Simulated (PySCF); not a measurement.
propiolamide, C₃H₃NO, SMILES C#CC(N)=O, point group Cs.

Force field and properties: B3LYP/pcSseg-1 (PySCF, grid level 2). Vibrational terms come from second-order perturbation theory with semi-diagonal cubic constants, by steps of ±0.6 along the normal coordinates of each isotopologue. The parent has the commonest isotopes.

Equilibrium geometry (Å):

```csv
atom,x,y,z
C1,2.0766,-0.0841,0.2017
C2,0.9138,0.1857,0.0618
C3,-0.4819,0.5907,-0.1135
N4,-1.3647,-0.4477,-0.1074
O5,-0.8059,1.7555,-0.2509
H6,3.1096,-0.3164,0.3253
H7,-1.0633,-1.4041,0.0086
H8,-2.3480,-0.2420,-0.2239
```

Give the equilibrium and ground-state rotational constants (MHz) of parent; ¹⁷O at 5; ¹³C at 2; ²H at 6, ²H at 7, ²H at 8; ²H at 7.


```csv
species,Ae,Be,Ce,A0,B0,C0,Δ0 (u Å²),harmonic ZPE (cm⁻¹)
parent,11395,4131.3,3032.1,11331,4121,3019.5,0.137,12014
¹⁷O at 5,11070,4093.6,2988.5,11008,4083.5,2976.2,0.141,11995
¹³C at 2,11395,4099.6,3014.9,11331,4089.3,3002.5,0.136,11972
"²H at 6, ²H at 7, ²H at 8",10240,3661.8,2697.3,10198,3654.1,2688.5,0.114,9950
²H at 7,10469,4118.2,2955.6,10421,4108.2,2944.5,0.121,11307
```

Δ0 = Ic − Ia − Ib from the ground-state constants.

How is the parent's vibrational correction B0 − Be made up?


| axis | harmonic | Coriolis | cubic | total (MHz) |
| --- | --- | --- | --- | --- |
| a | 27.7 | -21.3 | -70.2 | -63.8 |
| b | 7.15 | -4.35 | -13.1 | -10.3 |
| c | 1.17 | -1.69 | -12 | -12.6 |

And its quartic centrifugal distortion constants from the harmonic force field?

Asymmetric top, A reduction, Ir representation: ΔJ = 0.542 kHz, ΔJK = 18.7 kHz, ΔK = -8.33 kHz, δJ = 0.163 kHz, δK = 10.8 kHz.

Which nuclear quadrupole couplings χaa, χbb, χcc (MHz) does the parent show, at equilibrium and averaged?

14N at 4: 2.3, 2.6, -4.9 and 2.2, 2.4, -4.5.

A mode lies under 250 cm⁻¹, where this perturbation treatment is rough. Internal rotors are held in one well.
